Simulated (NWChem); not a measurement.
A series in which one site is exchanged, each optimised at PBE0/def2-SVP with NWChem, gas phase unless a solvent is named. For some, no frequency run checked for a minimum. def2 effective core potentials on Hf; no spin-orbit coupling.

A: CO (CH$_{4}$O; site = C)
B: [OH][HfH3] (HfH4O; site = Hf)
C: [OH][TiH3] (TiH4O; site = Ti)
D: [OH][GeH3] (GeH₄O; site = Ge)

Task: Rank them by orbital gap (eV), PBE0/def2-SVP, lowest first.

Result: C (6.18), B (6.51), D (8.70), A (9.44)
